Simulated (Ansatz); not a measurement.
Cost and result up the ladder for AlN₂ (3 atoms). The state is a doublet with charge 0. Geometry: r2SCAN-D4/def2-TZVP.

```xyz
3

Al    0.176    0.867   -1.064
N    -0.326   -0.006    0.841
N     0.151   -0.861    0.222
```

Ansatz on 4 threads of Arm Neoverse V2 on a shared host. Times are rough, and most runs start from the orbitals of an earlier one. PBE0-D4/def2-TZVP serves as the yardstick here, not as an exact answer. Binding counts from free atoms at the same level (Al doublet, N quartet; other spins of the atoms weren't run), without zero-point energy or a counterpoise term.

LC-ωPBE has ω = 0.4 bohr⁻¹. Correlated methods freeze 7 core orbitals. Another isomer (doublet) lies 0.07 eV lower at PBE0-D4/def2-TZVP; other spin states weren't run for this one.

Correlated methods converge slowly with the basis.

```json
{"level": "LDA (SPW92)/def2-TZVP", "functions": "99", "wall time": "0.4 s"}
{"level": "PBE0-D4/def2-TZVP", "functions": "99", "wall time": "0.7 s"}
{"level": "PBE-D4/def2-TZVP (with forces)", "functions": "99", "wall time": "0.7 s"}
{"level": "LC-ωPBE/def2-TZVP", "functions": "99", "wall time": "1.2 s"}
{"level": "r2SCAN-D4/def2-TZVP", "functions": "99", "wall time": "1.5 s"}
{"level": "CCSD(T)/def2-TZVPP", "functions": "104", "wall time": "2.1 s"}
```

Problem. Estimate what each level gives for the binding energy per atom (eV).

Solution. 
```json
{"level": "LDA (SPW92)/def2-TZVP", "binding energy per atom (eV)": "4.09", "difference from PBE0-D4/def2-TZVP (eV)": "0.77"}
{"level": "PBE0-D4/def2-TZVP", "binding energy per atom (eV)": "3.32", "difference from PBE0-D4/def2-TZVP (eV)": "0.00"}
{"level": "PBE-D4/def2-TZVP (with forces)", "binding energy per atom (eV)": "3.63", "difference from PBE0-D4/def2-TZVP (eV)": "0.32"}
{"level": "LC-ωPBE/def2-TZVP", "binding energy per atom (eV)": "3.29", "difference from PBE0-D4/def2-TZVP (eV)": "-0.03"}
{"level": "r2SCAN-D4/def2-TZVP", "binding energy per atom (eV)": "3.27", "difference from PBE0-D4/def2-TZVP (eV)": "-0.05"}
{"level": "CCSD(T)/def2-TZVPP", "binding energy per atom (eV)": "3.06", "difference from PBE0-D4/def2-TZVP (eV)": "-0.25"}
```
